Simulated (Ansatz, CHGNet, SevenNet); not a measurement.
Elastic constant C12 (GPa) of solids drawn from the class of elemental solids other than molecular ones, from the machine-learned potential CHGNet 0.3.0 (trained on PBE and PBE+U data); the machine-learned potential CHGNet-r²SCAN (trained on r²SCAN data); the machine-learned potential SevenNet-0 (trained on PBE and PBE+U data); the machine-learned potential SevenNet-l3i5 (trained on PBE and PBE+U data); PBE in Ansatz (PAW); PBEsol (plane waves, PAW; Ansatz, an electronic-structure program); r²SCAN (plane waves, PAW; Ansatz).

```json
[
 {"solid": "hcp Y", "CHGNet 0.3.0": "39.2", "CHGNet-r²SCAN": "19.5", "SevenNet-0": "33.1", "SevenNet-l3i5": "27.7", "PBE": "25.0", "PBEsol": "24.6", "r²SCAN": "?"},
 {"solid": "fcc Cu", "CHGNet 0.3.0": "176", "CHGNet-r²SCAN": "145", "SevenNet-0": "126", "SevenNet-l3i5": "141", "PBE": "123", "PBEsol": "147", "r²SCAN": "?"},
 {"solid": "fcc Al", "CHGNet 0.3.0": "47.3", "CHGNet-r²SCAN": "56.9", "SevenNet-0": "67.4", "SevenNet-l3i5": "62.1", "PBE": "64.6", "PBEsol": "67.9", "r²SCAN": "73.3"},
 {"solid": "fcc Ag", "CHGNet 0.3.0": "57.3", "CHGNet-r²SCAN": "103", "SevenNet-0": "84.3", "SevenNet-l3i5": "84.2", "PBE": "81.0", "PBEsol": "105", "r²SCAN": "92.7"},
 {"solid": "fcc Pb", "CHGNet 0.3.0": "24.7", "CHGNet-r²SCAN": "29.7", "SevenNet-0": "33.2", "SevenNet-l3i5": "37.3", "PBE": "35.7", "PBEsol": "43.4", "r²SCAN": "40.9"},
 {"solid": "hcp Mg", "CHGNet 0.3.0": "30.6", "CHGNet-r²SCAN": "26.4", "SevenNet-0": "29.4", "SevenNet-l3i5": "29.3", "PBE": "24.2", "PBEsol": "25.1", "r²SCAN": "26.0"},
 {"solid": "hcp Os", "CHGNet 0.3.0": "354", "CHGNet-r²SCAN": "443", "SevenNet-0": "374", "SevenNet-l3i5": "328", "PBE": "220", "PBEsol": "241", "r²SCAN": "237"},
 {"solid": "fcc Ir", "CHGNet 0.3.0": "309", "CHGNet-r²SCAN": "366", "SevenNet-0": "287", "SevenNet-l3i5": "300", "PBE": "229", "PBEsol": "257", "r²SCAN": "249"},
 {"solid": "fcc Sr", "CHGNet 0.3.0": "9.61", "CHGNet-r²SCAN": "12.5", "SevenNet-0": "9.88", "SevenNet-l3i5": "7.96", "PBE": "9.82", "PBEsol": "10.7", "r²SCAN": "10.2"},
 {"solid": "hcp Zr", "CHGNet 0.3.0": "76.9", "CHGNet-r²SCAN": "82.6", "SevenNet-0": "83.9", "SevenNet-l3i5": "71.4", "PBE": "65.0", "PBEsol": "68.9", "r²SCAN": "65.1"}
]
```

Problem. Complete the blanks.

Solution. 
- hcp Y, r²SCAN: 29.1
- fcc Cu, r²SCAN: 143

The levels part most in proportion for hcp Os (220 to 443 GPa) and least for hcp Mg (24.2 to 30.6 GPa).

Ansatz's runs of these crystals have no spin polarisation. A magnetic state wasn't tried for hcp Y with meta-GGA or hybrid levels, which favour moments.

Each level is taken at its own relaxed cell. Ansatz's density-functional and Hartree–Fock values are scalar-relativistic unless marked +SOC, with PAW data made under PBE.

Machine-learned potentials (CHGNet 0.3.0, CHGNet-r²SCAN, SevenNet-0, SevenNet-l3i5) are trained on DFT data: a solid inside that data is no test of them.
